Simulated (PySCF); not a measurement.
**Hydroxyfluoroborane (BFH₂O): geometry, spin-spin couplings**

Wanted: the spin-spin couplings of Hydroxyfluoroborane (BFH₂O) (`OBF`), by calculation.

Computed with PySCF 2.14.0, with density-fitted response routines of our own, on a single molecule in the gas phase. Atoms are numbered from 0 throughout.

## (1) Starting geometry

5 atoms, charge 0, multiplicity 1; geometry from: GFN2-xTB. The atoms were then displaced at random by about 0.03 Å, so the start is not that level's minimum.

Bonds of the start (Å): O0–B1 1.42, B1–F2 1.35, O0–H3 1.04, B1–H4 1.17.

## (2) Optimising the geometry at PBE0-D3(BJ)/def2-SVP

Job settings and geometry (Å):

```
{"job": {"xc": "PBE0", "basis": "def2-SVP", "d3": "d3bj", "grid": 1, "shake": 0.03, "kind": "geom"}, "charge": 0, "multiplicity": 1}
O      0.916620    -0.539610     0.002390
B     -0.397020     0.010140    -0.028150
F     -1.416290    -0.866650    -0.182680
H      1.683130     0.154990     0.069990
H     -0.694350     1.136350     0.041960
```

Started as:

```sh
$ OMP_NUM_THREADS=1 python probes_run.py task.json out
```

The driver reads the jobs from task.json and runs them one after another.

Log:

```text
step   0  E = -200.84879970  max force = 0.057050
step   1  E = -200.85909081  max force = 0.022271
step   2  E = -200.85358965  max force = 0.053983
step   3  E = -200.86046429  max force = 0.011280
step   4  E = -200.86079212  max force = 0.006681
step   5  E = -200.86090732  max force = 0.004329
step   6  E = -200.86097941  max force = 0.001702
step   7  E = -200.86098845  max force = 0.000221
optimisation converged
```

Run time: 4.8 s. Hardware: 1 thread of Intel Xeon Platinum 8488C, shared host; peak memory 0.25 GiB.

Along the way: (the energy doesn't fall at every step)

| step | energy from step 0 (eV) | largest force component (eV/Å) |
| --- | --- | --- |
| 0 | 0.0000 | 2.9336 |
| 1 | -0.2800 | 1.1452 |
| 2 | -0.1303 | 2.7759 |
| 3 | -0.3174 | 0.5800 |
| 4 | -0.3263 | 0.3436 |
| 5 | -0.3295 | 0.2226 |
| 6 | -0.3314 | 0.0875 |
| 7 | -0.3317 | 0.0114 |

Close pairs (by a distance rule), those that changed most:

```
 bond  before (Å)  after (Å)  change (Å)
O0–B1       1.424      1.343      -0.081
O0–H3       1.037      0.961      -0.075
B1–H4       1.167      1.210      +0.043
B1–F2       1.353      1.323      -0.031
```

The final coordinates are the input of the step that follows.

| at the end point | value |
| --- | --- |
| point group (found at 0.08 Å tolerance) | Cs |
| rotational constants (GHz, main isotopes) | 71.382, 10.299, 9.000 |
| dipole moment (D) | 2.48 |

## (3) J couplings: B3LYP/cc-pVTZ

Job settings and geometry (Å):

```
{"job": {"kind": "j", "xc": "B3LYP", "basis": "cc-pVTZ"}, "charge": 0, "multiplicity": 1}
O      0.888782    -0.505716    -0.027354
B     -0.366260    -0.027419    -0.036394
F     -1.350277    -0.903233    -0.154648
H      1.553503     0.182437     0.067376
H     -0.633658     1.149151     0.054530
```

With the program's defaults for keys left out, this is: B3LYP/cc-pVTZ indirect spin-spin coupling, non-relativistic, gas phase.

Log:

```text
coarse grid: 4504 points
cycle   1  E = -201.2115968849  dE =  2.880e-01  |g| = 8.186e-01  |ddm| = 4.607e+00
cycle   2  E = -201.0177146407  dE =  1.939e-01  |g| = 1.354e+00  |ddm| = 2.318e+00
cycle   3  E = -201.3194805690  dE = -3.018e-01  |g| = 7.428e-02  |ddm| = 1.483e+00
cycle   4  E = -201.3201389506  dE = -6.584e-04  |g| = 5.701e-02  |ddm| = 1.461e-01
cycle   5  E = -201.3205972611  dE = -4.583e-04  |g| = 8.078e-03  |ddm| = 5.996e-02
cycle   6  E = -201.3206089412  dE = -1.168e-05  |g| = 1.718e-03  |ddm| = 1.400e-02
cycle   7  E = -201.3206095182  dE = -5.770e-07  |g| = 1.677e-04  |ddm| = 2.817e-03
final grid: 44768 points
cycle   8  E = -201.3153820124  dE = -8.206e-05  |g| = 2.064e-03  |ddm| = 6.003e-02
cycle   9  E = -201.3153817912  dE =  2.212e-07  |g| = 2.209e-03  |ddm| = 4.721e-03
cycle  10  E = -201.3153825052  dE = -7.140e-07  |g| = 6.206e-04  |ddm| = 2.994e-03
cycle  11  E = -201.3153825661  dE = -6.089e-08  |g| = 1.402e-04  |ddm| = 7.783e-04
cycle  12  E = -201.3153825689  dE = -2.806e-09  |g| = 4.595e-05  |ddm| = 1.866e-04
cycle  13  E = -201.3153825692  dE = -2.715e-10  |g| = 8.720e-06  |ddm| = 5.731e-05
converged SCF energy = -201.3153825692

Indirect spin-spin couplings (Hz)
  i      j    bonds     total        FC       PSO       DSO        SD
  0 O    1 B    1    -12.817   -18.329     5.838    -0.105    -0.221
  0 O    2 F    2    -15.438   -35.923    22.397     0.148    -2.060
  0 O    3 H    1    -64.218   -51.716   -11.776    -0.277    -0.449
  0 O    4 H    2     -3.976    -4.645     0.558     0.231    -0.120
  1 B    2 F    1   -140.951   -93.239   -47.565     0.615    -0.762
  1 B    3 H    2     -0.072     1.447    -0.440    -1.027    -0.052
  1 B    4 H    1    174.605   174.046    -1.155     1.180     0.534
  2 F    3 H    3     28.985    34.674    -1.927    -3.471    -0.292
  2 F    4 H    2     85.481    90.536    -3.493    -1.511    -0.051
  3 H    4 H    3      1.771     1.941     0.247    -0.494     0.077
```

Wall time 3.6 s (1 thread of Intel Xeon Platinum 8488C, shared host); peak memory 0.4 GiB.

This basis has no tight s functions, so the Fermi-contact terms are rough.

Couplings of 1 Hz or more, nine at most for each number of bonds (isotopes 11B, 19F, 1H, 17O):

```
 pair  bonds  J (Hz)  Fermi contact (Hz)  dihedral (°)
B1–H4      1   174.6               174.0             –
B1–F2      1  -141.0               -93.2             –
O0–H3      1   -64.2               -51.7             –
O0–B1      1   -12.8               -18.3             –
F2–H4      2    85.5                90.5             –
O0–F2      2   -15.4               -35.9             –
O0–H4      2    -4.0                -4.6             –
F2–H3      3    29.0                34.7          -180
H3–H4      3     1.8                 1.9             1
```

Quadrupole couplings from the field gradients of the same density:

```
atom  isotope  eQq/h (MHz)     η
  O0      17O       -7.424  0.01
  B1      11B        3.533  0.40
```

## (4) J couplings: B3LYP/6-31G*

Job settings and geometry (Å):

```
{"job": {"kind": "j", "xc": "B3LYP", "basis": "6-31G*"}, "charge": 0, "multiplicity": 1}
O      0.888782    -0.505716    -0.027354
B     -0.366260    -0.027419    -0.036394
F     -1.350277    -0.903233    -0.154648
H      1.553503     0.182437     0.067376
H     -0.633658     1.149151     0.054530
```

With the program's defaults for keys left out, this is: B3LYP/6-31G* indirect spin-spin coupling, non-relativistic, gas phase.

Log:

```text
coarse grid: 4504 points
cycle   1  E = -201.1180018425  dE =  2.903e-01  |g| = 7.895e-01  |ddm| = 1.997e+00
cycle   2  E = -200.9582386544  dE =  1.598e-01  |g| = 1.233e+00  |ddm| = 1.296e+00
cycle   3  E = -201.2275727746  dE = -2.693e-01  |g| = 6.861e-02  |ddm| = 8.354e-01
cycle   4  E = -201.2283138312  dE = -7.411e-04  |g| = 4.374e-02  |ddm| = 7.662e-02
cycle   5  E = -201.2286166078  dE = -3.028e-04  |g| = 8.114e-03  |ddm| = 2.825e-02
cycle   6  E = -201.2286295753  dE = -1.297e-05  |g| = 1.097e-03  |ddm| = 6.395e-03
cycle   7  E = -201.2286298402  dE = -2.649e-07  |g| = 9.810e-05  |ddm| = 9.870e-04
final grid: 44768 points
cycle   8  E = -201.2168016080  dE = -1.887e-05  |g| = 1.560e-03  |ddm| = 1.164e-02
cycle   9  E = -201.2168013110  dE =  2.970e-07  |g| = 2.109e-03  |ddm| = 2.852e-03
cycle  10  E = -201.2168021025  dE = -7.914e-07  |g| = 2.402e-04  |ddm| = 1.414e-03
cycle  11  E = -201.2168021134  dE = -1.097e-08  |g| = 1.040e-04  |ddm| = 2.562e-04
cycle  12  E = -201.2168021151  dE = -1.709e-09  |g| = 3.516e-05  |ddm| = 8.151e-05
cycle  13  E = -201.2168021153  dE = -2.124e-10  |g| = 5.356e-06  |ddm| = 2.409e-05
converged SCF energy = -201.2168021153

Indirect spin-spin couplings (Hz)
  i      j    bonds     total        FC       PSO       DSO        SD
  0 O    1 B    1    -21.169   -25.854     4.976    -0.113    -0.179
  0 O    2 F    2    -23.580   -42.299    20.560     0.134    -1.975
  0 O    3 H    1    -80.058   -69.149   -10.529    -0.406     0.026
  0 O    4 H    2     -5.044    -5.784     0.610     0.215    -0.085
  1 B    2 F    1    -32.769     7.165   -39.443     0.746    -1.237
  1 B    3 H    2      0.611     2.220    -0.574    -0.996    -0.040
  1 B    4 H    1    191.630   191.142    -1.148     1.259     0.376
  2 F    3 H    3     20.631    27.714    -3.133    -3.379    -0.571
  2 F    4 H    2     79.373    84.645    -3.955    -1.360     0.043
  3 H    4 H    3      0.802     1.335    -0.161    -0.438     0.066
```

Run time: 1.4 s. Hardware: 1 thread of Intel Xeon Platinum 8488C, shared host; peak memory 0.4 GiB.

This basis has no tight s functions, so the Fermi-contact terms are rough.

This run: J(B1,H4) 191.6 Hz, J(O0,H3) -80.1 Hz, J(F2,H4) 79.4 Hz.

## (5) Comparing the runs: spin-spin couplings

Couplings (Hz), with basis size and wall time:

```csv
run,B1–H4,B1–F2,F2–H4,O0–H3,F2–H3,O0–F2,O0–B1,functions,time
B3LYP/cc-pVTZ,174.6,-141.0,85.5,-64.2,29.0,-15.4,-12.8,118,3.6 s
B3LYP/6-31G*,191.6,-32.8,79.4,-80.1,20.6,-23.6,-21.2,46,1.4 s
```

## (6) Outcome

| quantity | value |
| --- | --- |
| point group | Cs |
| rotational constants (main isotopes) | 71.38, 10.30, 9.00 GHz |
| largest coupling of the table (B3LYP/cc-pVTZ) | 1J(B,H) B1–H4, 174.6 Hz |
| range of J(B1,H4), mean over like pairs | 174.6 to 191.6 Hz |

In words: The start was shaken at random, so part of the energy gained undoes that. Over 7 steps the energy fell by 0.332 eV; of the close pairs, O0–B1 changed most, 1.424 to 1.343 Å. In the run at B3LYP/cc-pVTZ, the largest coupling of the table is B1–H4, 174.6 Hz, of which the Fermi-contact term gives 174.0 Hz. The coupling B1–H4, as a mean over pairs of its kind, runs from 174.6 Hz (B3LYP/cc-pVTZ) to 191.6 Hz (B3LYP/6-31G*). Couplings from bases without tight functions are rough.
